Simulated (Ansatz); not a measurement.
# BH3 (triplet): B97M-V, PBE0 over a scan of the distance B1–H3, cc-pVDZ, part 2 of 2

Ansatz 0.2.0, Gaussian basis; cc-pVDZ, all electrons in the functionals. Earlier steps stand in the parts before.

**14. PBE0, 1.059 Å**

in.yaml

```yaml
crystal:
  periodic: [false, false, false]
  atoms:
    - {symbol: B, position_ang: [-0.109220, 0.000008, 0.096402]}
    - {symbol: H, position_ang: [0.317090, 0.539087, -0.984537]}
    - {symbol: H, position_ang: [0.537379, -0.000042, 0.935086]}
    - {symbol: H, position_ang: [0.317007, -0.539134, -0.984538]}
basis:
  gaussian: {orbitals: cc-pVDZ}
magnetization: {spin_polarized: true, initial_magnetization: 2}
hamiltonian: {xc: {name: PBE0}}
output: {orbitals: {seedname: orbitals}}
```

Started as:

```console
ansatz run in.yaml --threads 1 --pin off --events-out ev --progress --plain --max-ram 2393MiB
```

The log of the run:

```text
Functional definition: PBE0
  name "PBE0"
  cite "Adamo & Barone, J. Chem. Phys. 110, 6158 (1999) doi:10.1063/1.478522"
  cite "Perdew, Burke & Ernzerhof, Phys. Rev. Lett. 77, 3865 (1996) doi:10.1103/PhysRevLett.77.3865"
  parent pbe
  parameter a = 0.25
  parameter kappa = 0.804
  parameter beta = 0.06672455060314922
  exchange = (1 - a)*pbe_x(kappa = kappa, mu = beta*pi^2/3) + a*exact_x
  correlation = pbe_c(beta = beta)
328 factors; their error is unknown
mean field evaluation 1: about -718.0254 eV, gradient 9.9e0 eV
mean field evaluation 2: about -718.5601 eV, gradient 5.7e0 eV
mean field evaluation 4: about -718.8117 eV, gradient 1.3e-1 eV
mean field evaluation 8: about -718.8040 eV, gradient 1.2e-2 eV
mean field -718.80398179 eV, -26.4155591078 hartree, gradient 1.4e-5 eV, S^2 2.002929; 0 other end points of the search recorded, 0 dependent functions left out
reference -718.80400314 eV, -26.4155598926 hartree; 5, 3 occupied and 24, 26 virtual orbitals, 328 factors
Total energy: -718.80400314 eV, -26.4155598926 hartree
```

Run time: 0.33 s. Hardware: 1 thread of Arm Neoverse V2, shared host.

From the report: ⟨S²⟩ of the determinant 2.003 (pure triplet: 2.00).

**15. PBE0, 1.186 Å**

in.yaml

```yaml
crystal:
  periodic: [false, false, false]
  atoms:
    - {symbol: B, position_ang: [-0.114887, 0.000009, 0.089052]}
    - {symbol: H, position_ang: [0.311423, 0.539087, -0.991887]}
    - {symbol: H, position_ang: [0.609492, -0.000048, 1.028622]}
    - {symbol: H, position_ang: [0.311340, -0.539134, -0.991888]}
basis:
  gaussian: {orbitals: cc-pVDZ}
magnetization: {spin_polarized: true, initial_magnetization: 2}
hamiltonian: {xc: {name: PBE0}}
output: {orbitals: {seedname: orbitals}}
```

Same command.

The log of the run:

```text
Functional definition: PBE0
  name "PBE0"
  cite "Adamo & Barone, J. Chem. Phys. 110, 6158 (1999) doi:10.1063/1.478522"
  cite "Perdew, Burke & Ernzerhof, Phys. Rev. Lett. 77, 3865 (1996) doi:10.1103/PhysRevLett.77.3865"
  parent pbe
  parameter a = 0.25
  parameter kappa = 0.804
  parameter beta = 0.06672455060314922
  exchange = (1 - a)*pbe_x(kappa = kappa, mu = beta*pi^2/3) + a*exact_x
  correlation = pbe_c(beta = beta)
328 factors; their error is unknown
mean field evaluation 1: about -718.4886 eV, gradient 8.7e0 eV
mean field evaluation 2: about -718.9202 eV, gradient 5.0e0 eV
mean field evaluation 4: about -719.1184 eV, gradient 1.4e-1 eV
mean field evaluation 8: about -719.1099 eV, gradient 1.4e-2 eV
mean field -719.10990650 eV, -26.4268016337 hartree, gradient 2.1e-5 eV, S^2 2.003243; 0 other end points of the search recorded, 0 dependent functions left out
reference -719.10992750 eV, -26.4268024053 hartree; 5, 3 occupied and 24, 26 virtual orbitals, 328 factors
Total energy: -719.10992750 eV, -26.4268024053 hartree
```

It took 0.36 s on 1 thread of Arm Neoverse V2, shared host.

From the report: ⟨S²⟩ of the determinant 2.003 (pure triplet: 2.00).

**16. PBE0, 1.307 Å**

in.yaml

```yaml
crystal:
  periodic: [false, false, false]
  atoms:
    - {symbol: B, position_ang: [-0.120252, 0.000009, 0.082093]}
    - {symbol: H, position_ang: [0.306058, 0.539088, -0.998846]}
    - {symbol: H, position_ang: [0.677770, -0.000053, 1.117182]}
    - {symbol: H, position_ang: [0.305975, -0.539133, -0.998847]}
basis:
  gaussian: {orbitals: cc-pVDZ}
magnetization: {spin_polarized: true, initial_magnetization: 2}
hamiltonian: {xc: {name: PBE0}}
output: {forces: true, orbitals: {seedname: orbitals}}
```

The command is unchanged.

The log of the run, shortened:

```text
Functional definition: PBE0
  name "PBE0"
  cite "Adamo & Barone, J. Chem. Phys. 110, 6158 (1999) doi:10.1063/1.478522"
  cite "Perdew, Burke & Ernzerhof, Phys. Rev. Lett. 77, 3865 (1996) doi:10.1103/PhysRevLett.77.3865"
  parent pbe
[...]
261 factors; integrals over basis functions are off by at most 1.3e-3 eV
[...]
mean field -718.98927021 eV, -26.4223683319 hartree, gradient 1.4e-5 eV, S^2 2.003550; 0 other end points of the search recorded, 0 dependent functions left out
[...]
reference -718.98929072 eV, -26.4223690854 hartree; 5, 3 occupied and 24, 26 virtual orbitals, 261 factors
Total energy: -718.98929072 eV, -26.4223690854 hartree
Atom 0 at    -0.120252     0.000009     0.082093 Å, force     1.025158    -0.000081     2.026691 eV/Å
Atom 1 at     0.306058     0.539088    -0.998846 Å, force     0.100197     0.250996    -0.177880 eV/Å
Atom 2 at     0.677770    -0.000053     1.117182 Å, force    -1.225514     0.000096    -1.670930 eV/Å
Atom 3 at     0.305975    -0.539133    -0.998847 Å, force     0.100158    -0.251011    -0.177880 eV/Å
Dipole moment:     0.169256    -0.000013    -0.292992 e Å
```

Run time: 0.39 s. Hardware: 1 thread of Arm Neoverse V2, shared host.

From the report: ⟨S²⟩ of the determinant 2.004 (pure triplet: 2.00).

From 1.186 Å: +0.121 eV.

**17. PBE0, 1.473 Å**

in.yaml

```yaml
crystal:
  periodic: [false, false, false]
  atoms:
    - {symbol: B, position_ang: [-0.127636, 0.000010, 0.072515]}
    - {symbol: H, position_ang: [0.298674, 0.539088, -1.008424]}
    - {symbol: H, position_ang: [0.771741, -0.000061, 1.239069]}
    - {symbol: H, position_ang: [0.298591, -0.539133, -1.008425]}
basis:
  gaussian: {orbitals: cc-pVDZ}
magnetization: {spin_polarized: true, initial_magnetization: 2}
hamiltonian: {xc: {name: PBE0}}
output: {forces: true, orbitals: {seedname: orbitals}}
```

The command is unchanged.

The log of the run, shortened:

```text
Functional definition: PBE0
  name "PBE0"
  cite "Adamo & Barone, J. Chem. Phys. 110, 6158 (1999) doi:10.1063/1.478522"
  cite "Perdew, Burke & Ernzerhof, Phys. Rev. Lett. 77, 3865 (1996) doi:10.1103/PhysRevLett.77.3865"
  parent pbe
[...]
261 factors; integrals over basis functions are off by at most 1.3e-3 eV
[...]
mean field -718.49855744 eV, -26.4043349701 hartree, gradient 2.7e-5 eV, S^2 2.003909; 0 other end points of the search recorded, 0 dependent functions left out
[...]
reference -718.49857782 eV, -26.4043357189 hartree; 5, 3 occupied and 24, 26 virtual orbitals, 261 factors
Total energy: -718.49857782 eV, -26.4043357189 hartree
Atom 0 at    -0.127636     0.000010     0.072515 Å, force     1.829280    -0.000144     3.258982 eV/Å
Atom 1 at     0.298674     0.539088    -1.008424 Å, force     0.140548     0.301803    -0.174845 eV/Å
Atom 2 at     0.771741    -0.000061     1.239069 Å, force    -2.110328     0.000166    -2.909292 eV/Å
Atom 3 at     0.298591    -0.539133    -1.008425 Å, force     0.140501    -0.301824    -0.174845 eV/Å
Dipole moment:     0.148215    -0.000011    -0.328161 e Å
```

Run time: 0.42 s. Hardware: 1 thread of Arm Neoverse V2, shared host.

From the report: ⟨S²⟩ of the determinant 2.004 (pure triplet: 2.00).

From 1.186 Å: +0.611 eV.

**18. PBE0, 1.624 Å**

in.yaml

```yaml
crystal:
  periodic: [false, false, false]
  atoms:
    - {symbol: B, position_ang: [-0.134353, 0.000010, 0.063802]}
    - {symbol: H, position_ang: [0.291957, 0.539089, -1.017137]}
    - {symbol: H, position_ang: [0.857221, -0.000067, 1.349943]}
    - {symbol: H, position_ang: [0.291874, -0.539132, -1.017138]}
basis:
  gaussian: {orbitals: cc-pVDZ}
magnetization: {spin_polarized: true, initial_magnetization: 2}
hamiltonian: {xc: {name: PBE0}}
output: {orbitals: {seedname: orbitals}}
```

Same command.

The log of the run:

```text
Functional definition: PBE0
  name "PBE0"
  cite "Adamo & Barone, J. Chem. Phys. 110, 6158 (1999) doi:10.1063/1.478522"
  cite "Perdew, Burke & Ernzerhof, Phys. Rev. Lett. 77, 3865 (1996) doi:10.1103/PhysRevLett.77.3865"
  parent pbe
  parameter a = 0.25
  parameter kappa = 0.804
  parameter beta = 0.06672455060314922
  exchange = (1 - a)*pbe_x(kappa = kappa, mu = beta*pi^2/3) + a*exact_x
  correlation = pbe_c(beta = beta)
328 factors; their error is unknown
mean field evaluation 1: about -717.4974 eV, gradient 6.6e0 eV
mean field evaluation 2: about -717.7688 eV, gradient 4.2e0 eV
mean field evaluation 4: about -717.9271 eV, gradient 2.3e-1 eV
mean field evaluation 8: about -717.9149 eV, gradient 1.2e-1 eV
mean field evaluation 16: about -717.9151 eV, gradient 2.6e-5 eV
mean field -717.91510928 eV, -26.3828936457 hartree, gradient 2.6e-5 eV, S^2 2.003998; 0 other end points of the search recorded, 0 dependent functions left out
reference -717.91512987 eV, -26.3828944025 hartree; 5, 3 occupied and 24, 26 virtual orbitals, 328 factors
Total energy: -717.91512987 eV, -26.3828944025 hartree
```

It took 0.36 s on 1 thread of Arm Neoverse V2, shared host.

From the report: ⟨S²⟩ of the determinant 2.004 (pure triplet: 2.00).

From 1.186 Å: +1.195 eV.

Orbitals, density, ELF and potential are computed afterwards from the orbital file.

Frontier orbitals at PBE0/cc-pVDZ (alpha spin), with the share of their density that lies nearest to each atom:

| orbital | energy (eV) | lies on |
| --- | --- | --- |
| HOMO-1 | -7.98 | B1 38 %; H2, H4 about 30 % each |
| HOMO | -6.64 | B1 68 %; H3 17 %; H2, H4 about 7 % each |
| LUMO | 0.77 | H3 44 %; B1 28 %; H2, H4 about 14 % each |

ELF in a plane through or near 3 of the atoms.

Ten even steps from ' ' (0.00) to '@' (1.00):
```
                                                        
                                                        
                                                        
                  ..........                            
                ::--====--::..............              
              ..==##%%%%##==::::::--==++++==..          
              --##@@@@@@@@##----==**%%%%%%%%**          
            ..==%%@@@@@@@@%%====**%%@@@@@@@@@@--        
              ::##@@@@@@@@%%==**@@@@@@@@@@@@@@**..      
              ..++%%@@@@@@**--##@@@@@@@@@@@@@@##::      
              ..++%%@@@@@@**--##@@@@@@@@@@@@@@##::      
              ::##@@@@@@@@%%==**@@@@@@@@@@@@@@**..      
            ..==%%@@@@@@@@%%====**%%@@@@@@@@@@--        
              --##@@@@@@@@##----==**%%%%@@%%**          
              ..==##%%%%##==::::::--==++++==..          
                ::--====--::..............              
                  ..........                            
                                                        
                                                        
                                                        
```
The map spans 8.4 Å across and 6.3 Å up, centred on the molecule. Atoms in the plane (x, y in Å): H2 (-0.8, 0.5), H3 (1.6, 0.0), H4 (-0.8, -0.5).

On the surface of density 0.002 e/bohr³ the electrostatic potential runs, from the 1st to the 99th percentile, from -0.66 to 1.92 V.

The spin density lies nearest to B1 59 %; H2, H4 about 19 % each.

**19. PBE0, 1.902 Å**

in.yaml

```yaml
crystal:
  periodic: [false, false, false]
  atoms:
    - {symbol: B, position_ang: [-0.146720, 0.000011, 0.047762]}
    - {symbol: H, position_ang: [0.279590, 0.539090, -1.033177]}
    - {symbol: H, position_ang: [1.014594, -0.000080, 1.554067]}
    - {symbol: H, position_ang: [0.279507, -0.539131, -1.033178]}
basis:
  gaussian: {orbitals: cc-pVDZ}
magnetization: {spin_polarized: true, initial_magnetization: 2}
hamiltonian: {xc: {name: PBE0}}
output: {forces: true, orbitals: {seedname: orbitals}}
```

Launched as before.

The log of the run, shortened:

```text
Functional definition: PBE0
  name "PBE0"
  cite "Adamo & Barone, J. Chem. Phys. 110, 6158 (1999) doi:10.1063/1.478522"
  cite "Perdew, Burke & Ernzerhof, Phys. Rev. Lett. 77, 3865 (1996) doi:10.1103/PhysRevLett.77.3865"
  parent pbe
[...]
264 factors; integrals over basis functions are off by at most 1.4e-3 eV
[...]
mean field -716.80339152 eV, -26.3420387717 hartree, gradient 8.3e-5 eV, S^2 2.002613; 0 other end points of the search recorded, 0 dependent functions left out
[...]
reference -716.80341276 eV, -26.3420395522 hartree; 5, 3 occupied and 24, 26 virtual orbitals, 264 factors
Total energy: -716.80341276 eV, -26.3420395522 hartree
Atom 0 at    -0.146720     0.000011     0.047762 Å, force     1.750433    -0.000139     3.556288 eV/Å
Atom 1 at     0.279590     0.539090    -1.033177 Å, force     0.228059     0.405904    -0.213140 eV/Å
Atom 2 at     1.014594    -0.000080     1.554067 Å, force    -2.206488     0.000173    -3.130007 eV/Å
Atom 3 at     0.279507    -0.539131    -1.033178 Å, force     0.227996    -0.405939    -0.213141 eV/Å
Dipole moment:     0.078614    -0.000006    -0.449929 e Å
```

Wall time 0.42 s (1 thread of Arm Neoverse V2, shared host).

From the report: ⟨S²⟩ of the determinant 2.003 (pure triplet: 2.00).

From 1.186 Å: +2.307 eV.

**20. PBE0, 2.185 Å**

in.yaml

```yaml
crystal:
  periodic: [false, false, false]
  atoms:
    - {symbol: B, position_ang: [-0.159309, 0.000012, 0.031433]}
    - {symbol: H, position_ang: [0.267001, 0.539091, -1.049506]}
    - {symbol: H, position_ang: [1.174798, -0.000092, 1.761862]}
    - {symbol: H, position_ang: [0.266918, -0.539130, -1.049507]}
basis:
  gaussian: {orbitals: cc-pVDZ}
magnetization: {spin_polarized: true, initial_magnetization: 2}
hamiltonian: {xc: {name: PBE0}}
output: {forces: true, orbitals: {seedname: orbitals}}
```

Same command.

The log of the run, shortened:

```text
Functional definition: PBE0
  name "PBE0"
  cite "Adamo & Barone, J. Chem. Phys. 110, 6158 (1999) doi:10.1063/1.478522"
  cite "Perdew, Burke & Ernzerhof, Phys. Rev. Lett. 77, 3865 (1996) doi:10.1103/PhysRevLett.77.3865"
  parent pbe
[...]
262 factors; integrals over basis functions are off by at most 1.5e-3 eV
[...]
mean field -715.84125906 eV, -26.3066810556 hartree, gradient 2.7e-5 eV, S^2 2.060208; 3 other end points of the search recorded, 0 dependent functions left out
[...]
reference -715.84128163 eV, -26.3066818852 hartree; 5, 3 occupied and 24, 26 virtual orbitals, 262 factors
Total energy: -715.84128163 eV, -26.3066818852 hartree
Atom 0 at    -0.159309     0.000012     0.031433 Å, force     0.935915    -0.000075     3.173572 eV/Å
Atom 1 at     0.267001     0.539091    -1.049506 Å, force     0.317830     0.426934    -0.455727 eV/Å
Atom 2 at     1.174798    -0.000092     1.761862 Å, force    -1.571510     0.000123    -2.262118 eV/Å
Atom 3 at     0.266918    -0.539130    -1.049507 Å, force     0.317765    -0.426982    -0.455728 eV/Å
Dipole moment:     0.050188    -0.000003    -0.540211 e Å
```

Run time: 0.54 s. Hardware: 1 thread of Arm Neoverse V2, shared host.

From the report: ⟨S²⟩ of the determinant 2.060 (pure triplet: 2.00).

From 1.186 Å: +3.269 eV.

**21. PBE0, 2.644 Å**

in.yaml

```yaml
crystal:
  periodic: [false, false, false]
  atoms:
    - {symbol: B, position_ang: [-0.179727, 0.000014, 0.004950]}
    - {symbol: H, position_ang: [0.246583, 0.539093, -1.075989]}
    - {symbol: H, position_ang: [1.434634, -0.000112, 2.098888]}
    - {symbol: H, position_ang: [0.246500, -0.539128, -1.075990]}
basis:
  gaussian: {orbitals: cc-pVDZ}
magnetization: {spin_polarized: true, initial_magnetization: 2}
hamiltonian: {xc: {name: PBE0}}
output: {orbitals: {seedname: orbitals}}
```

Launched as before.

The log of the run:

```text
Functional definition: PBE0
  name "PBE0"
  cite "Adamo & Barone, J. Chem. Phys. 110, 6158 (1999) doi:10.1063/1.478522"
  cite "Perdew, Burke & Ernzerhof, Phys. Rev. Lett. 77, 3865 (1996) doi:10.1103/PhysRevLett.77.3865"
  parent pbe
  parameter a = 0.25
  parameter kappa = 0.804
  parameter beta = 0.06672455060314922
  exchange = (1 - a)*pbe_x(kappa = kappa, mu = beta*pi^2/3) + a*exact_x
  correlation = pbe_c(beta = beta)
328 factors; their error is unknown
mean field evaluation 1: about -714.5876 eV, gradient 5.0e0 eV
mean field evaluation 2: about -714.8523 eV, gradient 3.1e0 eV
mean field evaluation 4: about -715.0677 eV, gradient 7.5e-1 eV
mean field evaluation 8: about -715.1195 eV, gradient 5.3e-2 eV
mean field evaluation 16: about -715.1102 eV, gradient 4.1e-4 eV
mean field evaluation 32: about -714.7487 eV, gradient 2.5e-6 eV
mean field -715.11019686 eV, -26.2798150156 hartree, gradient 1.4e-5 eV, S^2 2.285962; 3 other end points of the search recorded, 0 dependent functions left out
reference -715.11022241 eV, -26.2798159543 hartree; 5, 3 occupied and 24, 26 virtual orbitals, 328 factors
Total energy: -715.11022241 eV, -26.2798159543 hartree
```

It took 0.87 s on 1 thread of Arm Neoverse V2, shared host.

From the report: ⟨S²⟩ of the determinant 2.286 (pure triplet: 2.00).

From 1.186 Å: +4.000 eV.

**22. PBE0, 3.153 Å**

in.yaml

```yaml
crystal:
  periodic: [false, false, false]
  atoms:
    - {symbol: B, position_ang: [-0.202369, 0.000016, -0.024419]}
    - {symbol: H, position_ang: [0.223941, 0.539094, -1.105358]}
    - {symbol: H, position_ang: [1.722774, -0.000135, 2.472626]}
    - {symbol: H, position_ang: [0.223858, -0.539127, -1.105359]}
basis:
  gaussian: {orbitals: cc-pVDZ}
magnetization: {spin_polarized: true, initial_magnetization: 2}
hamiltonian: {xc: {name: PBE0}}
output: {forces: true, orbitals: {seedname: orbitals}}
```

The command is unchanged.

The log of the run, shortened:

```text
Functional definition: PBE0
  name "PBE0"
  cite "Adamo & Barone, J. Chem. Phys. 110, 6158 (1999) doi:10.1063/1.478522"
  cite "Perdew, Burke & Ernzerhof, Phys. Rev. Lett. 77, 3865 (1996) doi:10.1103/PhysRevLett.77.3865"
  parent pbe
[...]
262 factors; integrals over basis functions are off by at most 1.4e-3 eV
[...]
mean field -714.90638006 eV, -26.2723248864 hartree, gradient 5.6e-6 eV, S^2 2.309809; 5 other end points of the search recorded, 0 dependent functions left out
[...]
reference -714.90640695 eV, -26.2723258745 hartree; 5, 3 occupied and 24, 26 virtual orbitals, 262 factors
Total energy: -714.90640695 eV, -26.2723258745 hartree
Atom 0 at    -0.202369     0.000016    -0.024419 Å, force    -0.767208     0.000058     2.282643 eV/Å
Atom 1 at     0.223941     0.539094    -1.105358 Å, force     0.432857     0.325395    -1.071749 eV/Å
Atom 2 at     1.722774    -0.000135     2.472626 Å, force    -0.098455     0.000008    -0.139144 eV/Å
Atom 3 at     0.223858    -0.539127    -1.105359 Å, force     0.432806    -0.325460    -1.071750 eV/Å
Dipole moment:     0.159321    -0.000012    -0.499261 e Å
```

Run time: 1.2 s. Hardware: 1 thread of Arm Neoverse V2, shared host.

From the report: ⟨S²⟩ of the determinant 2.310 (pure triplet: 2.00).

From 1.186 Å: +4.204 eV.

**23. PBE0, 4.080 Å**

in.yaml

```yaml
crystal:
  periodic: [false, false, false]
  atoms:
    - {symbol: B, position_ang: [-0.243605, 0.000019, -0.077905]}
    - {symbol: H, position_ang: [0.182705, 0.539098, -1.158844]}
    - {symbol: H, position_ang: [2.247541, -0.000176, 3.153285]}
    - {symbol: H, position_ang: [0.182622, -0.539123, -1.158845]}
basis:
  gaussian: {orbitals: cc-pVDZ}
magnetization: {spin_polarized: true, initial_magnetization: 2}
hamiltonian: {xc: {name: PBE0}}
output: {orbitals: {seedname: orbitals}}
```

The command is unchanged.

The log of the run:

```text
Functional definition: PBE0
  name "PBE0"
  cite "Adamo & Barone, J. Chem. Phys. 110, 6158 (1999) doi:10.1063/1.478522"
  cite "Perdew, Burke & Ernzerhof, Phys. Rev. Lett. 77, 3865 (1996) doi:10.1103/PhysRevLett.77.3865"
  parent pbe
  parameter a = 0.25
  parameter kappa = 0.804
  parameter beta = 0.06672455060314922
  exchange = (1 - a)*pbe_x(kappa = kappa, mu = beta*pi^2/3) + a*exact_x
  correlation = pbe_c(beta = beta)
328 factors; their error is unknown
mean field evaluation 1: about -714.4953 eV, gradient 5.6e0 eV
mean field evaluation 2: about -714.7427 eV, gradient 2.7e0 eV
mean field evaluation 4: about -714.8090 eV, gradient 8.2e-2 eV
mean field evaluation 8: about -714.7984 eV, gradient 3.3e-2 eV
mean field evaluation 16: about -714.8501 eV, gradient 8.2e-3 eV
mean field evaluation 32: about -714.3657 eV, gradient 4.3e-5 eV
mean field -714.85013034 eV, -26.2702577471 hartree, gradient 6.8e-6 eV, S^2 2.298183; 5 other end points of the search recorded, 0 dependent functions left out
reference -714.85015983 eV, -26.2702588308 hartree; 5, 3 occupied and 24, 26 virtual orbitals, 328 factors
Total energy: -714.85015983 eV, -26.2702588308 hartree
```

Run time: 1.3 s. Hardware: 1 thread of Arm Neoverse V2, shared host.

From the report: ⟨S²⟩ of the determinant 2.298 (pure triplet: 2.00).

From 1.186 Å: +4.260 eV.

**24. The comparison**

The yardstick is full CI for this spin, exact in this basis with these frozen cores. It comes from earlier runs at the same points. Energies in eV, counted from 1.186 Å; blanks weren't run or aren't comparable.

| level | 0.934 Å | 1.059 Å | 1.186 Å | 1.307 Å | 1.473 Å | 1.624 Å | 1.902 Å | 2.185 Å | 2.644 Å | 3.153 Å | 4.080 Å |
| --- | --- | --- | --- | --- | --- | --- | --- | --- | --- | --- | --- |
| FCI | 1.438 | 0.323 | 0.000 | 0.109 | 0.584 | 1.148 | 2.186 | 3.030 | 3.773 | 3.928 | 3.936 |
| B97M-V | 1.348 | 0.288 | 0.000 | 0.121 | 0.589 | 1.133 | 2.148 | 3.033 | 3.827 | 4.070 | 4.090 |
| PBE0 | 1.395 | 0.306 | 0.000 | 0.121 | 0.611 | 1.195 | 2.307 | 3.269 | 4.000 | 4.204 | 4.260 |

Largest miss and mean time a point (FCI took 21 s a point; shared hosts):

| level | largest miss (eV) | where | time a point |
| --- | --- | --- | --- |
| B97M-V | +0.155 | 4.080 Å | 3.9 s |
| PBE0 | +0.324 | 4.080 Å | 0.6 s |

**25. Summary of results**

What follows sums up all 2 parts.

| quantity | value |
| --- | --- |
| span of the FCI curve | 3.936 eV |
| largest miss, B97M-V | +0.155 eV (4.080 Å) |
| largest miss, PBE0 | +0.324 eV (4.080 Å) |

**Reading.** Of the functionals, B97M-V keep the smallest largest miss at the points compared (at most 0.155 eV) and PBE0 strays most (0.324 eV, at 4.080 Å). PBE0 clearly breaks the spin symmetry at some points (⟨S²⟩ up to 0.31 above the pure value), so energy there is bought with a mixed spin. Functionals and the yardstick converge differently with the basis, so part of each miss in cc-pVDZ is the basis.
